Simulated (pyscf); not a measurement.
# Routes from `[Cl][GeH]([Cl])[Cl]`

Candidate steps break at most two bonds and form at most two. Each was searched with GFN2-xTB (tblite) first. Optimised with ωB97X-D3(BJ)/def2-SVP in PySCF. Energies: ωB97M-D3(BJ)/def2-TZVP, kJ/mol, from the reactant's lowest minimum found, singlet surface; ΔG‡ with ideal gas, 1 atm, RRHO with modes under 100 cm⁻¹ raised to 100, one conformer, R ln 2 for chiral ones without a mode under 150 cm⁻¹.

| products | type | ΔE‡ | ΔE | ΔG‡ 298 K | ΔG‡ 900 K | ν‡ (cm⁻¹) |
|---|---|---|---|---|---|---|
| HCl + Cl–Ge:–Cl [singlet] | 1,1-elimination | 226.2 | +104.7 | 211.8 | 202.4 | 1254i |
| Cl–Cl + Cl–GeH: [singlet] | 1,1-elimination | 490.8 | +413.4 | 479.0 | 470.2 | 312i |

Row 1: On the product side the descent ends in a complex, 19.8 kJ/mol under the separated species and 129.7 kJ/mol under the saddle at ωB97X-D3(BJ)/def2-TZVP. Row 2: On the product side the descent ends in a complex, 27.6 kJ/mol under the separated species and 92.8 kJ/mol under the saddle at ωB97X-D3(BJ)/def2-TZVP. 

Plain bond fissions and candidates not yet searched are not listed, and one of them may be faster. Each barrier is that of the saddle found; lower ones may exist. One closed-shell reference is unstable to symmetry breaking; treat the single-reference values with care. Elements up to Kr have no core potential and no relativistic terms here.
